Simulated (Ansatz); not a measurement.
**Bulk modulus B0 of some transition metals**

Method: r²SCAN-D4 in Ansatz (plane waves, PAW). References are measured values corrected to a static lattice. The table is a random draw of 6 from 18 solids with such references.

Values in GPa.

| solid | reference | r²SCAN-D4 | error (%) |
|---|---|---|---|
| hcp Ti | 108 | 118 | +9.3 |
| fcc Pt | 289 | 280 | -3.1 |
| hcp Hf | 110 | ? | ? |
| hcp Co | 193 | 228 | +18.1 |
| bcc Mo | 265 (265–278) | 275 | +3.8 |
| fcc Cu | 144 | 171 | +18.8 |

Q: Estimate the withheld r²SCAN-D4 value.

A: The errors of the other rows run from -3.1 % to +18.8 %, with a median of +9.3 %; carried to the reference 110 it gives 120 GPa. The run gives 111 GPa (+0.9 %), -7.5 % from the estimate; the row was drawn at random, and such an estimate is rough. Over these 6 solids the mean error is +8.0 %, the mean absolute error 9.0 % (median 6.5 %), and the worst case fcc Cu at +18.8 %; the value is above the reference in 5 of 6 cases. Over all 18, from unrounded values, the mean error is +5.5 % and the mean absolute error 7.5 % (median 5.0 %).

All these references are brought to a static lattice.

Spin–orbit coupling is left out, also for the solids with elements from indium on (fcc Pt, hcp Hf); its size isn't shown.

In Ansatz's fits of the non-cubic solids, shape and atoms are relaxed at each volume.

Brackets give the range of the sources taken for a reference, where it is wide; it can hold other temperatures.

Differences are worked out from the printed values.

Each level is taken at its own relaxed cell. Ansatz's density-functional and Hartree–Fock values are scalar-relativistic unless marked +SOC, with PAW data made under PBE.

Ansatz's runs of these crystals have no spin polarisation, but for hcp Co. Meta-GGAs and exact exchange favour moments, which can bear on hcp Ti, fcc Pt, hcp Co.

Density-functional runs with spin start from parallel moments for hcp Co.

Not in this set, of the transition metals with a reference value in our tables and a result at some level: 4 for no value at r²SCAN-D4 (not run, a failed fit, an unstable or unbound cell, or a value held back for tests); 3 for sources at odds; 1 for a reference at room or unstated temperature. These can be a level's best or worst cases. Solids without a released value at any level aren't counted. Layered and molecular crystals are counted apart. The metals Ce to Yb are counted apart.

References as tabulated in doi:10.1021/acs.jctc.3c00612; Levämäki et al. (2014), arXiv:1402.3671; Mejia-Rodriguez and Trickey (2018), arXiv:1807.09216.

Ansatz is a first-principles code.
